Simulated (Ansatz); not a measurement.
**SiH₅ (doublet): the correlation ladder at distance Si1–H5 along a hydrogen transfer = 1.485 Å, cc-pVTZ**

One table from this session's results is given with a row withheld; the runs are named, their logs left out.

Method: cc-pVTZ, core rule «outside noble gas», up to 5 orbitals frozen; program: Ansatz 0.2.0, Gaussian basis.

To be run: UHF; CCSD(T) on ROHF; CCSD(T) on UHF; BCCD(T) on ROHF; CISD; CCSDT(Q) on ROHF; CCSDT(Q) on UHF; CASSCF and NEVPT2, 3 electrons in 3 orbitals; CASSCF and NEVPT2, 9 electrons in 9 orbitals.

### The system

The geometry derives from fragments relaxed apart (PBE0/def2-TZVP) and kept rigid, so it is no stationary point. A hydrogen atom is moved between rigid fragments.

6 atoms, charge 0, spin multiplicity 2.

Atoms are counted from 1 here; the program's logs count them from 0.

Bond lengths: Si1–H2 1.485 Å, Si1–H3 1.485 Å, Si1–H4 1.485 Å, Si1–H5 1.485 Å. Angles: H2–Si1–H3 109.5°, H2–Si1–H4 109.5°, H2–Si1–H5 109.5°, H3–Si1–H4 109.5°, H3–Si1–H5 109.5°, H4–Si1–H5 109.5°.

The first run:

in.yaml

```yaml
crystal:
  periodic: [false, false, false]
  atoms:
    - {symbol: Si, position_ang: [-0.076983, 0.000000, 0.000000]}
    - {symbol: H, position_ang: [-0.571855, 1.399708, 0.000000]}
    - {symbol: H, position_ang: [-0.571855, -0.699854, 1.212183]}
    - {symbol: H, position_ang: [-0.571855, -0.699854, -1.212183]}
    - {symbol: H, position_ang: [1.407632, 0.000000, 0.000000]}
    - {symbol: H, position_ang: [2.453017, 0.000000, 0.000000]}
basis:
  gaussian: {orbitals: cc-pVTZ}
magnetization: {spin_polarized: true, initial_magnetization: 1}
hamiltonian: {xc: hf}
output: {orbitals: {seedname: orbitals}}
```

On the command line:

```bash
$ ansatz run in.yaml --threads 1 --pin off --events-out ev --progress --plain --max-ram 4096MiB --backend cpu
```

Among the steps run: UHF; CCSD(T) on ROHF; CCSD(T) on UHF; BCCD(T) on ROHF; CISD; CCSDT(Q) on ROHF; CCSDT(Q) on UHF; CASSCF and NEVPT2, 3 electrons in 3 orbitals; CASSCF and NEVPT2, 9 electrons in 9 orbitals.

One table of the session follows, with a row left open; its other results are not shown here.

```
        method  from UCCSDT(Q) (meV)
          ROHF               +5372.6
           UHF               +5240.8
          RMP2               +1053.1
          UMP2               +1051.5
          CISD                +465.6
         RCCSD                +155.9
         UCCSD                +152.9
      RCCSD(T)                 +28.2
      UCCSD(T)                 +28.3
       BCCD(T)                 +27.5
        RCCSDT                     ?
        UCCSDT                  +3.6
     RCCSDT(Q)                  +0.5
     UCCSDT(Q)                     0
   CASSCF pair               +4914.5
   NEVPT2 pair               +1080.1
CASSCF valence               +3737.0
NEVPT2 valence               +1132.1
```

Estimate the missing values for RCCSDT.

**Answer.** from UCCSDT(Q) (meV): +4.0. In the column «from UCCSDT(Q) (meV)» it lies between UCCSDT (+3.6) and BCCD(T) (+27.5).

To keep in mind: Restricted and unrestricted rows rest on different reference determinants; where their highest levels disagree by more than a few hundredths of an eV, they describe different states and don't form one ladder.
